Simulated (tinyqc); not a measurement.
Worked calculation: Hueckel theory of the pi electrons with the omega technique, for the molecule C=CN (SMILES; centres numbered as the heavy atoms are written). One step of it, computed by the program tinyqc.

Problem. Energy, charges, bond orders. E = sum n x; q_r = z_r - P_rr; bond order p = P_rs; free valence = sqrt(3) - sum of p over the bonds of the atom.

final x values: 1.981264  0.738816  -1.110080

occupations: 2.000000  2.000000  0.000000

final P:
```
           1C        2C         3N
1C   1.087144  0.965613  -0.244945
2C   0.965613  0.978581   0.259101
3N  -0.244945  0.259101   1.934274
```

Centres:
```
centre  z_r, pi electrons of the neutral centre         h
1C                                            1  0.000000
2C                                            1  0.000000
3N                                            2  1.610000
```

Bonds:
```
i  j         k
1  2         1
2  3  0.700000
```

Give: pi energy = 4 alpha + this times beta; pi charges; Bond orders and lengths from R = 1.517 - 0.180 p; free valence of the carbons; gap between the highest filled and the next level.

Solution.

pi energy = 4 alpha + this times beta = 5.4402

pi charges: 1C -0.0871, 2C 0.0214, 3N 0.0657

Bond orders and lengths from R = 1.517 - 0.180 p (angstrom, C-C alone):
```
bond       p       R
1-2   0.9656  1.3432
2-3   0.2591       -
```

free valence of the carbons: 1C 0.7664, 2C 0.5073

gap between the highest filled and the next level = 1.8489 |beta|
